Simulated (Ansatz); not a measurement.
# C₄H₇NS: one species, many methods

The task here is to estimate one member of a computed series from the others.

Computed with Ansatz 0.2.0, Gaussian basis. Level: functionals in def2-TZVPP, the program's frozen cores in correlated methods.

The runs, in order: PBE-D4, r2SCAN-D4, PBE0-D4, B3LYP-D4, ωB97X-V, ωB97M-V, B2PLYP; CCSD(T)/def2-TZVPP; MP2/def2-QZVPP; extrapolation to the limit.

## Structure used throughout

All runs share one geometry, relaxed beforehand with PBE0-D4 in a triple-zeta def2 set.

SMILES `C=C(C)SC=N`, 13 atoms, charge 0, spin multiplicity 1.

Atoms are counted from 1 here; the program's logs count them from 0.

Bond lengths: C1–C2 1.329 Å, C1–H7 1.083 Å, C1–H8 1.085 Å, C2–C3 1.493 Å, C2–S4 1.773 Å, C3–H9 1.093 Å, C3–H10 1.091 Å, C3–H11 1.093 Å, S4–C5 1.763 Å, C5–N6 1.260 Å, C5–H12 1.092 Å, N6–H13 1.021 Å. Angles: C2–C1–H7 121.7°, C2–C1–H8 120.5°, H7–C1–H8 117.8°, C1–C2–C3 124.3°, C1–C2–S4 118.3°, C3–C2–S4 117.2°, C2–C3–H9 110.5°, C2–C3–H10 110.7°, C2–C3–H11 111.6°, H9–C3–H10 109.0°, H9–C3–H11 106.7°, H10–C3–H11 108.2°, C2–S4–C5 102.1°, S4–C5–N6 126.4°, S4–C5–H12 114.2°, N6–C5–H12 119.4°, C5–N6–H13 112.6°.

The first run:

The input, in.yaml:

```yaml
crystal:
  periodic: [false, false, false]
  atoms:
    - {symbol: C, position_ang: [-1.601560, -1.325027, -0.049075]}
    - {symbol: C, position_ang: [-0.487416, -0.657668, 0.231709]}
    - {symbol: C, position_ang: [0.872467, -1.272364, 0.279691]}
    - {symbol: S, position_ang: [-0.627089, 1.039827, 0.725927]}
    - {symbol: C, position_ang: [0.418244, 1.850187, -0.439635]}
    - {symbol: N, position_ang: [0.754477, 3.064011, -0.423710]}
    - {symbol: H, position_ang: [-2.567790, -0.837044, -0.068676]}
    - {symbol: H, position_ang: [-1.568618, -2.389761, -0.255452]}
    - {symbol: H, position_ang: [1.283419, -1.212446, 1.290851]}
    - {symbol: H, position_ang: [0.833796, -2.318781, -0.027573]}
    - {symbol: H, position_ang: [1.573023, -0.749229, -0.376396]}
    - {symbol: H, position_ang: [0.755665, 1.210591, -1.257701]}
    - {symbol: H, position_ang: [0.381879, 3.563104, 0.384744]}
basis:
  gaussian: {orbitals: def2-TZVPP}
hamiltonian: {xc: pbe, dispersion: d4}
output: {forces: true, orbitals: {seedname: orbitals}}
```

Run with:

```console
$ ansatz run in.yaml --threads 4 --pin off --events-out ev --progress --plain --max-ram 10444MiB
```

Steps of the session up to this table: PBE-D4 (GGA); r2SCAN-D4 (meta-GGA); PBE0-D4 (hybrid); B3LYP-D4 (hybrid); ωB97X-V (range-separated); ωB97M-V (range-separated); B2PLYP (double hybrid); CCSD(T) in def2-TZVPP; MP2 in def2-QZVPP.

One table of the session follows, with a row left open; its other results are not shown here.

| method | atomisation energy (kcal/mol) |
| --- | --- |
| PBE-D4 | 1287.7 |
| r2SCAN-D4 | 1249.1 |
| PBE0-D4 | 1257.4 |
| B3LYP-D4 | 1248.2 |
| ωB97X-V | 1245.9 |
| ωB97M-V | 1249.1 |
| B2PLYP | 1232.4 |
| HF/def2-TZVPP | 879.8 |
| MP2/def2-TZVPP | 1230.7 |
| CCSD/def2-TZVPP | 1183.9 |
| CCSD(T)/def2-TZVPP | 1207.7 |
| MP2/CBS | 1264.4 |
| CCSD(T)/CBS | ? |

**Question.** Estimate the row for CCSD(T)/CBS.

**Answer.** atomisation energy (kcal/mol): 1241.3. In the column «atomisation energy (kcal/mol)» it lies between B2PLYP (1232.4) and ωB97X-V (1245.9).
